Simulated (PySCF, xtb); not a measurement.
Homolysis of single bonds, series B CH3-H. All species are isolated molecules in the gas phase. Strings in code marks are SMILES.

Quantity: homolytic bond dissociation enthalpy at 298 K (no spin–orbit term), in kJ/mol. Thermal and zero-point terms are GFN2-xTB rigid-rotor harmonic values (xtb).

Level 1: B3LYP/3-21G // B3LYP-D3(BJ)/def2-TZVP (PySCF)
Level 2: B3LYP/6-31G* // B3LYP-D3(BJ)/def2-TZVP (PySCF)
Level 3: PBE/6-31G* // B3LYP-D3(BJ)/def2-TZVP (PySCF)
Level 4: SVWN5/6-31G* // B3LYP-D3(BJ)/def2-TZVP (PySCF)

```
species                                           level 1  level 2  level 3  level 4
------------------------------------------------  -------  -------  -------  -------
C–B bond of `CB(C)C`, giving `C[B]C` and `[CH3]`    423.2        …    428.2    499.7
B–C bond of `BC`, giving `[BH2]` and `[CH3]`        438.1    433.7    449.2    521.4
C–B bond of `CBC`, giving `[BH]C` and `[CH3]`           …    424.8        …    509.6
```

**Question.** Fill in the missing entries.

**Answer.** 
- C–B bond of `CB(C)C`, giving `C[B]C` and `[CH3]`, level 2: 416.1
- C–B bond of `CBC`, giving `[BH]C` and `[CH3]`, level 1: 429.8
- C–B bond of `CBC`, giving `[BH]C` and `[CH3]`, level 3: 438.4
